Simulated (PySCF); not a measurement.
**Spin states of SF⁺**

Unrestricted PBE0; PySCF, no relativity, basis sets S def2-TZVPPD, F def2-TZVPPD. Outer shells of the fragments: S+ 3s2 3p3; F 2s2 2p5.

Followed along the bond (rough minima from three points):

```json
{"2Ms+1": "3", "unpaired": "π ↑↑", "⟨S²⟩ at the start": "2.01", "R at minimum (Å)": "1.51", "Te (eV)": "0.00"}
{"2Ms+1": "1", "unpaired": "π ↑↓", "⟨S²⟩ at the start": "1.01", "R at minimum (Å)": "1.51", "Te (eV)": "0.38"}
{"2Ms+1": "5", "unpaired": "σ ↑, π ↑↑↑", "⟨S²⟩ at the start": "6.00", "R at minimum (Å)": "none in the scan", "Te (eV)": "≤ 5.49"}
```

Solutions found at the starting distance of 1.700 Å, counted from the lowest of them; the search is not exhaustive and high or unbound solutions are not listed, so other states can lie among these:

| 2Ms+1 | unpaired | term | E (eV) | ⟨S²⟩ | ⟨Lz²⟩ | μ (D) |
| --- | --- | --- | --- | --- | --- | --- |
| 3 | π ↑↑ | ³Σ⁻ | 0.00 | 2.01 | 0.00 | -3.09 |
| 1 | π ↑↓ | mixed | 0.38 | 1.01 | 2.03 | -3.04 |
| 1 | none | mixed | 1.74 | 0.00 | 2.01 | -2.82 |
| 3 | σ ↑, π ↑ | ³Π | 4.08 | 2.06 | 1.01 | -2.69 |
| 1 | σ ↓, π ↑ | mixed | 4.51 | 1.01 | 1.03 | -2.75 |
| 3 | π ↑↑ | mixed | 5.23 | 2.01 | 2.01 | 0.20 |

A term symbol is given only where ⟨S²⟩ and ⟨Lz²⟩ are close to those of a pure state; real π, δ and φ orbitals otherwise mix terms. A positive dipole points towards F; it is taken about the centre of mass and depends on that origin.

Counting both spins, an empty level lies below a filled one in some of these solutions, because spin and occupation are held.
